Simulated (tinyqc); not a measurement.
Inside a calculation. Method: UHF in the sto-3g basis, for CH, spin multiplicity 4. One step of it, computed by the program tinyqc.

Question. Iteration 3: DIIS coefficients. Solve [B -1; -1 0][c; lambda] = [0; -1] for the coefficients, which sum to one.

B (overlaps of the stored error matrices):
```
[[3.6693957e-02, -9.1505860e-03, -5.3781794e-03],
 [-9.1505860e-03, 3.5978477e-02, 2.1657283e-02],
 [-5.3781794e-03, 2.1657283e-02, 1.3932181e-02]]
```

Give: DIIS coefficients.

Answer.

DIIS coefficients: [0.141, -0.925, 1.783]
